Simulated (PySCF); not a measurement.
Species: C₅H₁₁N.
Structure used (GFN2-xTB), in Å, numbered top down from 1:
```xyz
17
C5H11N angstrom
C     -2.032   -0.935    0.460
C     -0.852   -0.058    0.155
C     -1.139    1.414    0.201
C      0.332   -0.569   -0.157
C      1.575    0.203   -0.493
N      2.716   -0.699   -0.535
H     -2.862   -0.686   -0.200
H     -1.785   -1.985    0.332
H     -2.366   -0.777    1.485
H     -0.238    1.994    0.385
H     -1.558    1.740   -0.751
H     -1.866    1.636    0.980
H      0.461   -1.641   -0.201
H      1.709    1.034    0.224
H      1.474    0.648   -1.490
H      2.864   -1.115    0.379
H      3.560   -0.193   -0.784
```

Level of theory: TDDFT B3LYP/def2-SVPD, vertical, gas phase, core orbitals frozen in the response (PySCF 2.14.0, density-fitted response routines).

Each state is given a Gaussian of 0.3 eV full width at half maximum, with ε(max) = 2.175×10⁸ f / Δν̃ (Δν̃ the width in cm⁻¹). The width is an assumption, not a result. The curve ends short of the highest state used, and states not computed would add to its high-energy end.

(E (eV), ε (L mol⁻¹ cm⁻¹)): (5.37, 3), (5.42, 10), (5.46, 26), (5.50, 62), (5.55, 156), (5.59, 295), (5.63, 508), (5.67, 798), (5.72, 1243), (5.76, 1616), (5.80, 1951), (5.85, 2252), (5.89, 2370), (5.93, 2374), (5.97, 2275), (6.02, 2041), (6.06, 1807), (6.10, 1576), (6.15, 1354), (6.19, 1269), (6.23, 1286), (6.28, 1461), (6.32, 1718), (6.36, 2062), (6.40, 2471), (6.45, 3072), (6.49, 3685), (6.53, 4532), (6.58, 6113), (6.62, 7868)

Problem. Locate the maxima and give the states behind the curve.

Solution. 210 nm (5.91 eV), ε about 2400, made up of S1 (51%) and S2 (48%) (ε in L mol⁻¹ cm⁻¹; maxima over ε = 5, shares over 10%). At its high-energy end, 6.62 eV, the curve is still rising (ε about 7900, from S4, S5 and S6). The states used: S1 5.82 eV (f 0.017); S2 6.00 eV (f 0.016); S3 6.24 eV (f 0.0069); S4 6.47 eV (f 0.025); S5 6.71 eV (f 0.051); S6 6.81 eV (f 0.101); S7 7.02 eV (f 0.258); S8 7.22 eV (f 0.022).

Problem. What would ε be at 5.91 eV, the highest of these maxima, with half the width (0.15 eV)?

Solution. About 2340 L mol⁻¹ cm⁻¹ against 2390, a factor of about 1.0; a lone state at its own centre would give exactly 2.

Problem. On this curve, what absorbance would a 10⁻⁴ mol/L sample give at 222 nm over a 1 cm path?

Solution. 222 nm is 5.585 eV, where ε is about 270 L mol⁻¹ cm⁻¹, so A = ε c l ≈ 0.027 (Beer–Lambert, with the gas-phase spectrum and the assumed width).

Problem. Coming from long wavelengths, where does ε first pass 100 L mol⁻¹ cm⁻¹?

Solution. At about 224 nm (5.53 eV), 0.30 eV below S1.

One conformer stands for the species.
